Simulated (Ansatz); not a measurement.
Cost and result up the ladder for Li₂H (the lowest doublet isomer of a short search) (3 atoms). Total charge 0; doublet. Geometry: PBE-D4/def2-TZVP.

Cartesian coordinates in Å:
```
Li -0.744 -0.643 -0.928
Li 0.051 0.699 1.154
H 0.693 -0.056 -0.227
```

Ansatz on 4 threads of Intel Xeon 6975P-C on a shared host. Times are rough, and most runs start from the orbitals of an earlier one. ωB97X-V/def2-TZVP serves as the yardstick here, not as an exact answer. Differences are given only for rows in sets of like size (and for xTB, whose basis is part of the method), since another set adds its own error. Binding counts from free atoms at the same level (Li doublet, H doublet; other spins of the atoms weren't run), without zero-point energy or a counterpoise term.

Correlated methods freeze no core orbitals; core or outer-core shells of Li are correlated, in sets that lack core-valence functions. The structure comes from a short search, and lower isomers may exist.

Correlated methods converge slowly with the basis.

```
                         level  functions  wall time  binding energy per atom (eV)  difference from ωB97X-V/def2-TZVP (eV)
                 MP2/def2-TZVP         34      0.1 s                          0.97                                   -0.16
PBE-D4/def2-TZVP (with forces)         34     0.15 s                          1.13                                    0.00
               PBE-D4/def2-SVP         23      0.2 s                          1.16                                       –
             PBE-D4/def2-TZVPD         43      0.2 s                          1.15                                    0.02
              PBE0-D4/def2-SVP         23      0.2 s                          1.13                                       –
             PBE0-D4/def2-TZVP         34      0.2 s                          1.11                                   -0.02
            PBE0-D4/def2-TZVPD         43      0.2 s                          1.13                                    0.00
        CAM-B3LYP-D4/def2-TZVP         34      0.2 s                          1.19                                    0.05
            CCSD(T)/def2-TZVPD         43     0.25 s                          1.09                                   -0.04
            CCSD(T)/def2-TZVPP         52     0.25 s                          1.14                                    0.01
           r2SCAN-D4/def2-TZVP         34     0.35 s                          1.15                                    0.02
          r2SCAN-D4/def2-TZVPD         43     0.35 s                          1.17                                    0.03
              B97M-V/def2-TZVP         34     0.45 s                          1.23                                    0.10
             ωB97X-V/def2-TZVP         34     0.45 s                          1.13                                    0.00
```
